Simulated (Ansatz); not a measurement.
**The cluster Zn2Se2: structure and electronic state**

Aim: characterise the cluster Zn2Se2 as a singlet: its structure, frontier levels and distribution of charge.

The runs use Ansatz 0.2.0, Gaussian basis; RKS PBE0-D4/def2-TZVP.

The runs, in order: relaxation at B3LYP-D4/def2-SVP; a single point at PBE0-D4/def2-TZVP; harmonic vibrations at B3LYP-D4/def2-SVP.

3 further runs of the same task are left out: 3 set aside as unsound or not needed.

**1. The starting structure**

4 atoms, charge 0, spin multiplicity 1.

Atoms are counted from 1 here; the program's logs count them from 0.

Bond lengths: Zn1–Se3 2.341 Å, Zn1–Se4 2.339 Å, Zn2–Se3 2.339 Å, Zn2–Se4 2.343 Å. Angles: Se3–Zn1–Se4 115.6°, Se3–Zn2–Se4 115.6°, Zn1–Se3–Zn2 64.4°, Zn1–Se4–Zn2 64.4°.

Coordinates:

```mol
Se2Zn2
  3D, bonds by distance, orders not assigned

  4  4  0  0  0  0  0  0  0  0999 V2000
   -0.0556    1.2447   -0.0514 Zn  0  0
    0.0544   -1.2450    0.0614 Zn  0  0
   -1.9758   -0.0944   -0.0972 Se  0  0
    1.9769    0.0947    0.0873 Se  0  0
  1  3  8  0
  1  4  8  0
  2  3  8  0
  2  4  8  0
M  END
```

The start is a GFN1-xTB geometry.

**2. Relaxation at B3LYP-D4/def2-SVP**

Input file in.yaml:

```yaml
crystal:
  periodic: [false, false, false]
  atoms:
    - {symbol: Zn, position_ang: [-0.055570, 1.244670, -0.051420]}
    - {symbol: Zn, position_ang: [0.054390, -1.245010, 0.061350]}
    - {symbol: Se, position_ang: [-1.975760, -0.094390, -0.097200]}
    - {symbol: Se, position_ang: [1.976930, 0.094730, 0.087270]}
basis:
  gaussian: {orbitals: def2-SVP}
hamiltonian: {xc: {name: B3LYP}, dispersion: d4}
scf: {lower_state_search: "off"}
output: {orbitals: {seedname: orbitals}}
relax: {f_tol: 0.02, max_steps: 100}
```

On the command line:

```bash
> ansatz run in.yaml --threads 4 --pin off --events-out ev --progress --plain --max-ram 4787MiB
```

After this run come: Single point, PBE0-D4/def2-TZVP; Vibrations by finite differences.

**Question.** What will the summary of the whole plan be? Wanted: point group; commonest bond; HOMO, LUMO at PBE0-D4/def2-TZVP; dipole at B3LYP-D4/def2-SVP; lowest, highest wavenumber.

**Answer**, as computed:

| quantity | value |
| --- | --- |
| point group | D2h |
| commonest bond | Se–Zn, 4 of mean length 2.377 Å |
| HOMO, LUMO at PBE0-D4/def2-TZVP | -6.39, -3.16 eV |
| dipole at B3LYP-D4/def2-SVP | 0.01 D |
| lowest, highest wavenumber | 92, 309 cm⁻¹ |

**Reading.** The molecule keeps its bonding pattern by the stored test; the atoms moved 0.03 Å (rms). All wavenumbers are real: a minimum at this level. The HOMO lies nearest to Se3, Se4 about 47 % each and the LUMO to Zn1, Zn2 about 41 % each; Se3, Se4 about 9 % each. Whether this spin is the lowest isn't tested here.
